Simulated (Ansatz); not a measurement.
A geometry relaxed with CAM-B3LYP-D3(BJ)/def2-TZVPD (Ansatz, a program for electronic structure), charge 0, multiplicity 1:

```xyz
8

H     -1.7390     1.0444     0.8004
H      1.7001     1.3182    -0.3573
H      1.7390    -1.0444    -0.8004
Si     1.1656     0.0059     0.0708
H      1.5975    -0.2482     1.4636
Si    -1.1656    -0.0059    -0.0708
H     -1.7001    -1.3181     0.3573
H     -1.5975     0.2482    -1.4636
```

Q: Write the SMILES of this molecule.

A: `[SiH3][SiH3]`
